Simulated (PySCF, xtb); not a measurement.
CN, SMILES [C]#N (connectivity only; charge and spin as stated), charge -1, multiplicity 1.

GFN2-xTB run with xtb at its own geometry gives an orbital gap of 4.43 eV.

The structure is a stationary point at PBE0-D3(BJ)/def2-TZVPD.

**Question.** What does PySCF with B3LYP/def2-TZVPD give? (The exact figures need the calculation; the answer reports its results.)

**Answer.** gap 6.83 eV (levels -1.16 and 5.67 eV).
